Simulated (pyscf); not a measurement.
Thermochemistry of product channels of `[AlH2][O][SiH3]` + `[FH]` on the singlet surface, in eV, from CCSD(T)/def2-TZVPP + ΔMP2(QZVPP) energies (ideal gas, 1 atm, RRHO with modes under 100 cm⁻¹ raised to 100, one conformer, R ln 2 for chiral ones without a mode under 150 cm⁻¹). PySCF, gas phase, ωB97X-D3(BJ)/def2-SVP geometries. MP2 and CC: frozen core, UHF for open shells. ΔMP2 is the change of the MP2 total energy from the triple- to the quadruple-zeta basis.

| products | ΔE | ΔH(298 K) | ΔG(298 K) | ΔG(600 K) |
|---|---|---|---|---|
| `[F][SiH3]` + `[OH][AlH2]` | -0.18 | -0.18 | -0.18 | -0.17 |
| `[OH][SiH3]` + `[F][AlH2]` | -0.24 | -0.24 | -0.26 | -0.27 |

These are energies of the channels, which say nothing of barriers. The CCSD(T) − MP2 part came from Ansatz, without density fitting, on the same reference.
